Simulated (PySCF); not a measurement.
**The bond of MgS, level by level**

One table from this session's results is given with a row withheld; the runs are named, their logs left out.

Computed with PySCF 2.14.0. Level: Mg pcseg-2, S pcseg-2, no relativity.

Set-up of the first run:

The job is set up so:

| Item | Value |
| --- | --- |
| atoms | Mg, S |
| charge | 0 |
| basis | Mg pcseg-2, S pcseg-2 |
| Hamiltonian | no relativity |
| basis functions | 53 |
| electrons treated | 28 |
| masses in u | 23.9850, 31.9721 |
| levels | PBE0, PBE, r²SCAN, r²SCANh, TPSS, TPSSh, HF, MP2, SCS-MP2, CCSD, CCSD(T) |
| grid | 80 radial by 434 angular points |
| occupations | held fixed by the projection of orbital angular momentum |
| dissociation limit | Mg + S, each in its ground configuration |
| starting distance in angstrom | 2.340 |
| values of 2S to try | 0, 2 |

Command:

```bash
$ OMP_NUM_THREADS=1 python dia.py task.json out
```

Among the steps run: Set-up; The PBE0 curve of the state that the search chose; Excited determinants; PBE (GGA); r²SCAN (meta-GGA); r²SCANh (hybrid meta-GGA); TPSS (meta-GGA); TPSSh; RHF (mean field); Correlated methods on the Hartree–Fock reference.

One of the session's tables, all rows but one given; the rest of the session is left out.

Energy (eV) from each level's lowest point:

| R (Å) | RHF | RHF-MP2 | RHF-SCS-MP2 | RHF-CCSD | RHF-CCSD(T) |
| --- | --- | --- | --- | --- | --- |
| 1.845 | 1.024 | 1.083 | 1.100 | n/a | n/a |
| 1.931 | 0.448 | 0.493 | 0.507 | 0.494 | 0.516 |
| 2.016 | 0.134 | 0.160 | 0.170 | 0.166 | 0.178 |
| 2.081 | ? | ? | ? | ? | ? |
| 2.145 | 0.000 | 0.000 | 0.000 | 0.000 | 0.000 |
| 2.209 | 0.034 | 0.030 | 0.022 | 0.017 | 0.014 |
| 2.295 | 0.146 | 0.150 | 0.128 | 0.108 | 0.105 |
| 2.402 | 0.351 | 0.391 | 0.347 | 0.293 | 0.295 |
| 2.531 | 0.636 | 0.761 | 0.684 | 0.572 | 0.582 |
| 2.703 | 1.015 | 1.299 | 1.177 | n/a | n/a |

Q: Estimate the row for R (Å) = 2.081 from the others.

Worked estimate for «RHF». A straight line through the neighbours (2.016, 0.134) and (2.145, 0.000) gives 0.134 + (0.000 − 0.134) × (2.081 − 2.016) / (2.145 − 2.016) = 0.066; a parabola fitted to 4 rows on both sides gives 0.021.

**Answer.** RHF: 0.027; RHF-MP2: 0.037; RHF-SCS-MP2: 0.044; RHF-CCSD: 0.043; RHF-CCSD(T): 0.048. In «RHF» the line misses by +0.039 and the parabola by -0.006.
